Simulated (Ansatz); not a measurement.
**Worked example: the barrier**

An elementary step of CH₆NO, doublet (CH₃O ([CH3][O]) + NH₃ → CH₄O ([CH3][OH]) + NH₂; bonds formed: H1–O3; bonds broken: H1–N2). “Start” is the structure reached by relaxing down from the saddle towards the reactants; PBE0-D4/def2-TZVP structures. The saddle:

```xyz
9
angstrom
H 0.3973 -0.0630 -0.8741
N 0.6368 1.0669 -1.2857
O -0.2769 -0.8956 -0.3988
C -0.2786 -0.7750 0.9853
H 0.4338 1.7366 -0.5446
H -0.0471 1.2548 -2.0182
H 0.6983 -0.4781 1.3901
H -1.0478 -0.0809 1.3517
H -0.5157 -1.7655 1.3944
```

Program: Ansatz 0.2.0. Basis: def2-TZVPP and def2-QZVPP. Cores are frozen in the correlated methods; orbitals are unrestricted.

Energies in eV:

| quantity | saddle | start |
| --- | --- | --- |
| Hartree–Fock, triple zeta (X = 3) | -4643.27102 | -4644.79456 |
| Hartree–Fock, quadruple zeta (X = 4) | -4643.50060 | -4645.02488 |
| MP2 correlation, X = 3 | -17.45094 | -16.47691 |
| MP2 correlation, X = 4 | -18.70415 | -17.72058 |
| CCSD(T) correlation, X = 3 | -19.04053 | -18.14438 |

Problem. Work out the barrier at the basis limit: extrapolate Hartree–Fock as E(X) = E∞ + A exp(−7.88 √X) and the MP2 correlation as E(X) = E∞ + B X^−2.97 (the exponents that Neese and Valeev fitted for def2-TZVPP and QZVPP), then add CCSD(T) − MP2 in triple zeta.

Solution. Each step is linear, so take the differences first (saddle − start): Hartree–Fock 1.52354 (X = 3) and 1.52428 (X = 4); MP2 correlation -0.97403 and -0.98357; CCSD(T) correlation -0.89615.
Two points give E∞ = E(4) + w [E(4) − E(3)], with w = 1/(exp(7.88 (2 − √3)) − 1) = 0.1377 for Hartree–Fock and w = 1/((4/3)^2.97 − 1) = 0.7407 for the correlation.
Hartree–Fock: 1.52428 + 0.1377 × 0.00074 = 1.5244 eV.
MP2 correlation: -0.98357 + 0.7407 × (-0.00954) = -0.9906 eV.
CCSD(T) − MP2: -0.89615 − (-0.97403) = 0.0779 eV.
Sum: 1.5244 + (-0.9906) + 0.0779 = 0.6117 eV, or 14.11 kcal/mol. Plain CCSD(T) in triple zeta gives 0.6274 eV, so the larger basis shifts the result by -0.0157 eV.

T1 diagnostic: at most 0.024. ⟨S²⟩ of the unrestricted Hartree–Fock references: 0.76 to 0.79 (a pure state has 0.75).

Labels in which every atom is bracketed show which atoms are joined, not bond orders.

For scale, one of the runs: CCSD(T)/def2-TZVPP, 177 basis functions (an equivalent command: `ansatz run in.yaml --threads 4`). Hardware: 4 CPU threads, shared host. Wall time 110 s; peak host memory 4.4 GiB.
